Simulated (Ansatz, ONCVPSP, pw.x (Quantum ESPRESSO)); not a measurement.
**What a changed setting does to a pw.x run (bcc Mo)**

Potential: optimised norm-conserving Vanderbilt (ONCV), ONCVPSP 4.0.1.1 (patched build), PBE; core [Ar] 3d10, reference 4s2 4p6 4d5 5s1; waves: 4s+5s: rc 2.18 bohr, ncon 3, nbas 7, qcut 7.1 1/bohr, 2 projectors; 4p: rc 1.55 bohr, ncon 4, nbas 8, qcut 7.8 1/bohr, 3 projectors, debl 0.5 Ha; 4d: rc 2.20 bohr, ncon 4, nbas 9, qcut 5.7 1/bohr, 3 projectors, debl 1.2 Ha; local part: polynomial inside 1.50 bohr (lpopt 5, dvloc0 3 Ha); core correction: Teter function, fcfact 5.25, rcfact 1.65. In the p channel the program set the typed energies aside and used -1.414, 0.250, 0.750 Ha.

The reference run (k-mesh 15³, cutoffs 65/260 Ry, Fermi–Dirac 0.01 Ry, mixing_beta 0.4, conv_thr 1e-9, no spin) gives 1.23 GPa at 15.802 Å³/atom, where all-electron LAPW gives -0.00 GPa. This run, with its own iteration cap, changes k-mesh points per axis to 8.

```
&control
  calculation='scf', prefix='x', pseudo_dir='./', outdir='./tmp', tstress=.true., disk_io='none'
/
&system
  ibrav=0, nat=1, ntyp=1, ecutwfc=65, ecutrho=260, nbnd=15,
  occupations='smearing', smearing='fd', degauss=0.01
/
&electrons
  conv_thr=1e-09, mixing_beta=0.4, electron_maxstep=60
/
ATOMIC_SPECIES
Mo 1.0 Mo.UPF
CELL_PARAMETERS angstrom
  -1.58082582 1.58082582 1.58082582
  1.58082582 -1.58082582 1.58082582
  1.58082582 1.58082582 -1.58082582
ATOMIC_POSITIONS crystal
Mo 0.0000 0.0000 0.0000
K_POINTS automatic
8 8 8 0 0 0
```

```bash
pw.x < Mo.scf.in > Mo.scf.out
```

**Question.** How does the run end?

**Answer.** It converges in 9 iterations; the free energy moves by +15.4 meV/atom and the pressure by +0.20 GPa.

```
Message from routine setup:
     using ibrav=0 with symmetry is DISCOURAGED, use correct ibrav instead
     lattice parameter (alat)  =       5.1742  a.u.
     unit-cell volume          =     106.6372 (a.u.)^3
     number of electrons       =        14.00
     number of Kohn-Sham states=           15
     kinetic-energy cutoff     =      65.0000  Ry
     charge density cutoff     =     260.0000  Ry
     scf convergence threshold =      1.0E-09
     Exchange-correlation= PBE
     number of k points=    29  Fermi-Dirac smearing, width (Ry)=  0.0100
     iteration #  1     ecut=    65.00 Ry     beta= 0.40
     total energy              =    -152.88923616 Ry
     estimated scf accuracy    <       0.12523466 Ry
     iteration #  2     ecut=    65.00 Ry     beta= 0.40
     total energy              =    -152.89519076 Ry
     estimated scf accuracy    <       0.01344906 Ry
     iteration #  3     ecut=    65.00 Ry     beta= 0.40
     total energy              =    -152.89666834 Ry
     estimated scf accuracy    <       0.00099060 Ry
     iteration #  4     ecut=    65.00 Ry     beta= 0.40
     total energy              =    -152.89672273 Ry
     estimated scf accuracy    <       0.00004758 Ry
     iteration #  5     ecut=    65.00 Ry     beta= 0.40
     total energy              =    -152.89673402 Ry
     estimated scf accuracy    <       0.00000148 Ry
     iteration #  6     ecut=    65.00 Ry     beta= 0.40
     total energy              =    -152.89673419 Ry
     estimated scf accuracy    <       0.00000021 Ry
     iteration #  7     ecut=    65.00 Ry     beta= 0.40
     total energy              =    -152.89673424 Ry
     estimated scf accuracy    <          8.6E-09 Ry
     iteration #  8     ecut=    65.00 Ry     beta= 0.40
     total energy              =    -152.89673424 Ry
     estimated scf accuracy    <          2.2E-09 Ry
     iteration #  9     ecut=    65.00 Ry     beta= 0.40
     the Fermi energy is    20.9812 ev
!    total energy              =    -152.89673424 Ry
     estimated scf accuracy    <          1.3E-11 Ry
     smearing contrib. (-TS)   =      -0.00341865 Ry
     The total energy is F=E-TS. E is the sum of the following terms:
     one-electron contribution =     -16.78409104 Ry
     hartree contribution      =      18.12365550 Ry
     xc contribution           =     -34.84696196 Ry
     ewald contribution        =    -119.38591809 Ry
     convergence has been achieved in   9 iterations
          total   stress  (Ry/bohr**3)                   (kbar)     P=       14.32
     Message from routine punch:
     Nothing written, as per user request (disk_io='none')
```

The run took about 12 s on one core of a shared host (Neoverse-N1, 64 threads, 124 GiB, load 55).
